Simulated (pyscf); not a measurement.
F–SiH₂• (SMILES F[SiH2]) + H₂O (SMILES O) → HO–SiH₂–F (SMILES O[SiH2]F) + H• (SMILES [H]) (substitution at O; doublet surface; H–O broken, O–Si formed). Optimised with ωB97X-D3(BJ)/def2-SVP in PySCF. MP2 and CC: frozen core, UHF for open shells. ΔMP2 is the change of the MP2 total energy from the triple- to the quadruple-zeta basis. Rate constants from transition-state theory, CCSD(T)/def2-TZVPP + ΔMP2(QZVPP) energies (ideal gas, 1 atm, RRHO with modes under 100 cm⁻¹ raised to 100, one conformer, R ln 2 for rigid chiral ones; no tunnelling), k in cm³ molecule⁻¹ s⁻¹.

```
T (K)  1000/T  log10 k
-----  ------  -------
298     3.354   -26.54
600     1.667   -19.43
900     1.111        ?
1200    0.833   -15.41
```

### Question
Fit an Arrhenius line to the three values, give the activation energy, and predict k at 900 K.

### Answer
Least squares gives log10 k = -11.90 − 4.39 × 1000/T, so Ea = 4.39 × ln 10 × 1.987 = 20.1 kcal/mol, against an electronic barrier of 21.4. At 900 K the line gives -16.78; the computed value is -16.83 (ΔG‡ = 46.1 kcal/mol), close to the line. This is the saddle that the search found; another between the same sides may lie lower. The angle at the attacked O is 137°. The CCSD(T) − MP2 part came from Ansatz, without density fitting, on the same reference.
